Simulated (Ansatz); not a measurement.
Worked example: correlation energy of H3Si–BH2, triplet

Geometry: displaced at random from a stationary point.

```yaml
atoms:
  - { symbol: Si, position_ang: [-0.0151, 0.0028, 0.5879] }
  - { symbol: B, position_ang: [0.1303, -0.0133, -1.5136] }
  - { symbol: H, position_ang: [0.7122, -1.1847, 1.0092] }
  - { symbol: H, position_ang: [0.6095, 1.2139, 1.0390] }
  - { symbol: H, position_ang: [-1.5408, -0.0007, 0.9215] }
  - { symbol: H, position_ang: [-0.4020, -1.1102, -1.5618] }
  - { symbol: H, position_ang: [-0.3563, 1.1464, -1.5543] }
```

Basis cc-pVDZ; Ansatz 0.2.0. Correlated methods freeze the noble-gas cores, which leaves 12 electrons in 51 orbitals. Prefix R: restricted or restricted open-shell reference; prefix U: unrestricted.

Full CI isn't at hand for all of this; UCCSDT(Q) serves as the reference, and is uncertain by the last step of the cluster series or more.

UCCSD has a T1 diagnostic of 0.014 and a largest doubles amplitude of 0.03.

Runs differ by some tens of microhartree through their thresholds and, for an open shell, their frozen cores, so steps under 0.03 kcal/mol mean nothing.

```csv
level,total energy (hartree)
UHF,-316.382217
UMP2,-316.561631
UCCSD,-316.606831
UCCSD(T),-316.611948
UCCSDT,-316.613145
UCCSDT(Q),-316.613321
```

Q: What is the correlation energy at UCCSDT(Q), and what share of it do UMP2 and UCCSD recover?

A: E(corr) = -316.613321 − (-316.382217) = -0.231104 hartree = -6.289 eV. UMP2: -0.179414 / -0.231104 = 77.63 %. UCCSD: -0.224614 / -0.231104 = 97.19 %.

Q: By how many kcal/mol does UCCSD(T) miss UCCSDT(Q) (1 hartree = 627.509 kcal/mol), and which steps make up the rest?

A: -316.611948 − (-316.613321) = 0.001373 hartree = 0.86 kcal/mol. Steps: UCCSDT − UCCSD(T) = -0.75, UCCSDT(Q) − UCCSDT = -0.11 kcal/mol. Differences between like states or geometries often cancel part of this.
